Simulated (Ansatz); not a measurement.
An Ansatz input:

```yaml
crystal:
  lattice:
    - [-1.4148813462, 1.4148813462, 1.4148813462]
    - [1.4148813462, -1.4148813462, 1.4148813462]
    - [1.4148813462, 1.4148813462, -1.4148813462]
  atoms:
    - { symbol: Cr, position: [0.0, 0.0, 0.0], spin: 1.5 }
hamiltonian:
  xc: r2scan
  pseudopotentials:
    kind: paw
    azcp:
      Cr: "pseudopotentials/Cr.paw.azcp"
basis:
  ecutwfc: 500
  fft_grid_basis: typed
kpoints:
  mp_grid: { grid: [25, 25, 25], shift: [0, 0, 0] }
magnetization:
  spin_polarized: true
scf:
  occupations: { method: fermi_dirac, width: 0.05 }
```

Output

```
Engine: ansatz 0.2.0, x86_64-unknown-linux-gnu
Pseudopotentials: kind: paw
Pseudopotential: Cr, paw, valence charge 14, recommended cutoff 500 eV (meta_gga) 
Functional definition: r2SCAN
  parameter k0 = 0.174
  parameter k1 = 0.065
  parameter a1 = 4.9479
  exchange = r2scan_x(k0 = k0, k1 = k1, a1 = a1)
  correlation = r2scan_c
Crystal: 1 atoms, lattice volume = 11.330 Å³
Basis set: ecut = 500 eV, 321 PW (Γ), exchange–correlation on 72×72×72 points (64 copies of the dense FFT grid, shifted against one another)
Bands: 12, of which v1, the nominal top of the filled ones, is band 7 counted from 1 (6 counted from 0)
Symmetry: 48 space group operations
Space group: Im-3m (ITA 229), of the structure as read, at distance tolerance 2.2e-5 Å
Magnetic group: BNS 229.140 (UNI 1642), of the structure as read, at distance tolerance 2.2e-5 Å
k-points: 455 of 15625
Non-local potential: Cr, projectors of the file, l = 0: 3, l = 1: 2, l = 2: 3, l = 3: 1
PAW form: soft (Blöchl's): semilocal exchange-correlation on the pseudo side does not see the compensation charge
PAW frozen core: Cr, regenerated for the run's functional (the file was generated under x = pbe(κ = 0.804, μ = 0.2195149727645171), c = pbe(β = 0.06672455060314922))
PAW one-centre angular grid: Cr, 590 points (default); XC on 160 Gauss nodes
Initial density: superposition of atomic densities (chi_scale 0.1, normalization cell)
Starting moments: Σ|m| = 1.5 μB on 1 of 1 site
Initial wavefunctions: pseudopotential atomic-orbital guess
Functional: x = r2scan, c = r2scan; τ floored in thin density (d = 2e-4 eV/Å³)
SCF iter   1: F=—  HF=-3383.981417 eV  |F-HF|=—  |Δ(HF+E_count)|=         —  Δρ=1.74e-1 (↑1.74e-1 ↓8.00e-2)  dr2=5.26e0  dr2_τ=3.17e-2  dr2_m=4.21e-1  M=0.639 μB ∫|m|=0.644 μB  β_m=0.52  ethr=3.10e-3  ⟨swp⟩=4.0  Hψ=50820  notcnv=0
Mixer restart at iter 1: flushing history
SCF iter   2: F=—  HF=-3382.039694 eV  |F-HF|=—  |Δ(HF+E_count)|=    1.94e0  Δρ=5.14e-2 (↑5.14e-2 ↓2.82e-2)  dr2=3.19e-1  dr2_τ=1.23e-2  dr2_m=8.27e-2  M=0.626 μB ∫|m|=0.637 μB  β_m=0.93  ethr=3.10e-3  ⟨swp⟩=2.1  Hψ=28541  notcnv=0  defer=474  κ⁻¹=1.0e0(r=1)
SCF iter   3: F=—  HF=-3382.138287 eV  |F-HF|=—  |Δ(HF+E_count)|=   9.86e-2  Δρ=2.12e-2 (↑2.08e-2 ↓2.12e-2)  dr2=3.67e-2  dr2_τ=2.52e-3  dr2_m=2.12e-2  M=0.451 μB ∫|m|=0.504 μB  β_m=1.00  ethr=2.28e-3  ⟨swp⟩=2.4  Hψ=19135  notcnv=0  defer=457  κ⁻¹=7.5e-3(r=2)
SCF iter   4: F=—  HF=-3382.468682 eV  |F-HF|=—  |Δ(HF+E_count)|=         —  Δρ=3.25e-2 (↑2.99e-2 ↓3.25e-2)  dr2=7.94e-3  dr2_τ=3.23e-3  dr2_m=9.39e-2  M=0.077 μB ∫|m|=0.144 μB  β_m=0.39  ethr=2.62e-4  ⟨swp⟩=2.5  Hψ=17037  notcnv=0  defer=455
...
SCF iter  16: F=—  HF=-3382.453470 eV  |F-HF|=—  |Δ(HF+E_count)|=   1.79e-8  Δρ=6.48e-7 (↑6.48e-7 ↓3.27e-7)  dr2=1.71e-11  dr2_τ=9.54e-13  dr2_m=2.18e-11  M=0.000 μB ∫|m|=0.000 μB  β_m=0.36  ethr=1.00e-12  ⟨swp⟩=1.0  Hψ=33300  notcnv=0  κ⁻¹=2.0e-7(r=8)
SCF iter  17: F=—  HF=-3382.453470 eV  |F-HF|=—  |Δ(HF+E_count)|=  1.97e-10  Δρ=9.42e-7 (↑8.39e-7 ↓9.42e-7)  dr2=1.22e-12  dr2_τ=2.91e-12  dr2_m=8.22e-11  M=-0.000 μB ∫|m|=0.000 μB  β_m=1.00  ethr=1.00e-12  ⟨swp⟩=2.2  Hψ=21174  notcnv=0  κ⁻¹=2.8e-8(r=8)
SCF iter  18: F=—  HF=-3382.453470 eV  |F-HF|=—  |Δ(HF+E_count)|=  1.36e-10  Δρ=9.00e-7 (↑8.95e-7 ↓9.00e-7)  dr2=1.12e-14  dr2_τ=2.87e-12  dr2_m=8.37e-11  M=-0.000 μB ∫|m|=0.000 μB  β_m=1.00  ethr=1.00e-12  ⟨swp⟩=2.0  Hψ=20586  notcnv=0  κ⁻¹=2.7e-7(r=8)
SCF iter  19: F=-3382.453470 eV  HF=-3382.453470 eV  |F-HF|=3.32e-11  |Δ(HF+E_count)|=  4.69e-10  Δρ=3.20e-7 (↑2.65e-7 ↓3.20e-7)  dr2=3.46e-13  dr2_τ=3.00e-13  dr2_m=8.86e-12  M=-0.000 μB ∫|m|=0.000 μB  ethr=1.00e-12  ⟨swp⟩=2.0  Hψ=20755  notcnv=0
SCF 1 converged in 19 iterations: F = -3382.453470 eV  dr2 = 3.46e-13
WARN: the starting moments were not kept: the SCF closed with an absolute magnetisation of 2.4e-6 μB, where they sum to 1.5 μB in size (1 site). That is at most 0.1 of that sum. Measured as dr2_m measures the in/out step, that magnetisation stands 7.2e-12 eV from none, at or under the dr2_threshold of 1.0e-7 eV: it is no larger than a step whose dr2_m would equal this threshold. The system may hold no moment; this SCF shows only that its start led to no more than that. To try another start: raise the starting moments (crystal.atoms[].spin, magnetization.per_species, magnetization.initial_magnetization, or on a non-collinear deck that types none of these the spinor_matrix: blocks that start its atoms; where the total moment is fixed, keep their sum and leave initial_magnetization as it is; typed ones take the place of any that the run laid by itself, positive ones on a crystal's lanthanoids without a Hubbard term where scf.initial_density.shell_occupations: [] is typed) or, if the notice of its spin-set hold's release reads "site moments contracting" or "site moments show no strong build", lengthen the hold (scf.mixing.spin_hold: { on: { confirm: 4 } }; for m-r²SCAN on two components see the key's manual first). Each may lead to a state that holds a moment. A second SCF, from the converged charge density, with the starting moments and any scf.initial_density.shell_occupations laid on it anew, would have followed, and was not run: the deck does not ask for one (magnetization.retry_lost_moments is false, the default). To let it run, set magnetization.retry_lost_moments: true and run the deck again, where that key's refused combinations let it; where memory then withholds it, that run's warning says so.
this state was not tested for a lower state beside it, because the mixer in use, unlike msr1, does not test its closes by its own steps (another_mixer; see scf.mixing.algorithm and scf.lower_state_search)
SCF converged after 19 iterations
Magnetization: -0.0000 μB (7.0000 up, 7.0000 down)
Absolute magnetization: 0.0000 μB (∫|ρ↑−ρ↓|, with the PAW one-centre terms)
Spin contamination: 0.0000 ħ² per cell (⟨S²⟩ above its minimum at these occupations)
Per-site moments (μB) at R_I (Å): [(-2.2372119090627154e-6, 1.0108916310486884)]
Free energy (F): -3382.453470 eV
Harris-Foulkes:  -3382.453470 eV  (|F-HF|=3.32e-11)
Internal energy: -3382.447240 eV  (E = F + TS)
E sigma→0 (E₀):  -3382.450355 eV
Entropy (-TS):   -0.006230 eV (-6.230 meV/atom)
Fermi energy:    19.796346 eV
--- Per-component energies (eV) ---
  E_band       = -156.365908
  E_kinetic    = 344.003676
  E_local      = -1155.108327  (includes V_loc(G=0)·N_el)
  E_nonlocal   = 78.460648
  E_hartree    = 505.618760
  E_xc         = -138.286426
  E_vxc        = -201.227731  (∫ρ·V_xc dr)
  E_paw        = -1202.025852  (= ΣΔE_a)
  E_vpaw       = -246.415299  (= ΣTr[D̂ρ^β])
  E_aug_tail   = 0.000233  (compensation charges beyond the density's cutoff)
  E_vtau       = 12.683398  (kinetic-family band-sum trace: ∫τ·v_τ [+ j·A + Jᵃ·Aᵃ] dr)
  E_ewald      = -1814.837626
  E_core_change = -0.272327  (= ΣΔE_core)
  E_smearing   = -0.006230  (= −TS)
  E_closure    = 0.000000  (closes the sum)
  Σ components = -3382.453470   (vs F -3382.453470, Δ=0.00e0)
```
